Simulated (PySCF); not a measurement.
Isomers of C3H2FNS, mass 102.989 u with the commonest isotopes. Method: PBE0-D3(BJ)/def2-SVP geometry optimisation, gas phase in PySCF. One conformer each, none proved a minimum here; rigid rotors.

Problem. Order these by dipole moment, smallest first.
A. `Fc1cncs1`
B. `Fc1ncsc1`
C. `Fc1ccsn1`
D. `[N:1]#[C:2][C:3](=[S:4])[CH2:5][F:6]` with C2–C3–C5–F6 1°
E. `Fc1ccns1`

Solution. A (1.05 D), E (1.64 D), B (2.43 D), C (3.22 D), D (3.46 D).

Problem. Order these by rotational constant A, smallest first.
A. `Fc1cncs1`
B. `Fc1ccns1`
C. `Fc1cscn1`
D. `[N:1]#[C:2][C:3](=[S:4])[CH2:5][F:6]` with C2–C3–C5–F6 1°
E. `FC1=NSC=C1`

Solution. D (3749 MHz), A (5449 MHz), B (5709 MHz), E (7354 MHz), C (7668 MHz).

Problem. Order these by rotational constant B, smallest first.
A. `[N:1]#[C:2][C:3](=[S:4])[CH2:5][F:6]` with C2–C3–C5–F6 1°
B. `FC1=NSC=C1`
C. `FC1=CSC=N1`
D. `Fc1ccns1`

Solution. A (2450 MHz), C (2574 MHz), B (2683 MHz), D (3233 MHz).

| SMILES | point group | Ia (u·Å²) | Ib (u·Å²) | Ic (u·Å²) | κ | μa (D) | μb (D) | μc (D) |
| --- | --- | --- | --- | --- | --- | --- | --- | --- |
| Fc1ccns1 | Cs | 88.52 | 156.34 | 244.85 | -0.36 | 0.93 | 1.36 | 0.00 |
| Fc1ccsn1 | Cs | 68.73 | 188.37 | 257.10 | -0.73 | 1.60 | 2.79 | 0.00 |
| N#CC(=S)CF | Cs | 134.79 | 206.24 | 337.81 | -0.15 | 1.11 | 3.28 | 0.01 |
| Fc1cncs1 | Cs | 92.74 | 153.67 | 246.41 | -0.27 | 0.03 | 1.05 | 0.00 |
| Fc1cscn1 | Cs | 65.91 | 196.36 | 262.27 | -0.77 | 2.21 | 1.02 | 0.00 |
